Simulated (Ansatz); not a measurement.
We consider diamond-structure Si, described by r²SCAN-D4 (Ansatz, an electronic-structure program, plane waves, PAW).

Numerical settings: plane-wave cutoff 560 eV, 12×12×12 k mesh, Fermi–Dirac smearing 0.01 eV, scalar-relativistic PAW data made under PBE.

Pressure at four volumes; x = ln(V/20.001 Å³). One pressure is withheld.

```
V (Å³/atom)        x  P (GPa)
-----------  -------  -------
18.801       -0.0619     6.94
20.001        0.0000     0.00
20.801        0.0392    -3.54
21.201        0.0583        ?
```

### Question
Pass a parabola P(x) through the three rows shown, estimate the bulk modulus and its pressure derivative near zero pressure, and predict the withheld pressure.

### Answer
Slopes between the rows: (0.00 − (6.94))/(0.0000 − (-0.0619)) = -112.12 and (-3.54 − (0.00))/(0.0392 − (0.0000)) = -90.31 GPa. Their difference over the span 0.1011 is c = 21.81/0.1011 = 215.7 GPa, so P(x) = 6.94 + (-112.12)(x − (-0.0619)) + 215.7 (x − (-0.0619))(x − (0.0000)). At the middle row B = −dP/dx = −[-112.12 + 215.7 × 0.0619] = 98.8 GPa, and B′ = dB/dP = 2c/B = 4.4. At x = 0.0583 the parabola gives -5.03 GPa; the run gives -5.03 GPa. The Birch–Murnaghan fit to the energies at all volumes has B0 = 98.2 GPa and B′ = 4.3.

Measured, for comparison: bulk modulus 101 GPa (0 K value with zero-point phonon effects removed; as tabulated in Sun et al. (2011), doi:10.1103/physrevb.84.035117). Computed (rounded) less measured: bulk modulus -3 %.
